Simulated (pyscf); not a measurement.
PySCF, gas phase, ωB97X-D3(BJ)/def2-SVP geometries.

Q: What is the homolytic dissociation enthalpy (298 K, ωB97M-D3(BJ)/def2-TZVP) of the Ge–H bond of HO–Ge(GeH₃)(GeH₃)–GeH₃ (SMILES [OH][Ge]([GeH3])([GeH3])[GeH3]), to HO–Ge(GeH₂•)(GeH₃)–GeH₃ + H•?

A: Ge–H to HO–Ge(GeH₂•)(GeH₃)–GeH₃ + H•: 339.1 kJ/mol. The 7 functionals that were run give +320.8 (M06-2X) to +343.7 kJ/mol (ωB97X-D3(BJ)). Other isomers of HO–Ge(GeH₂•)(GeH₃)–GeH₃ were not searched in full and may lie lower. Elements up to Kr have no core potential and no relativistic terms here.
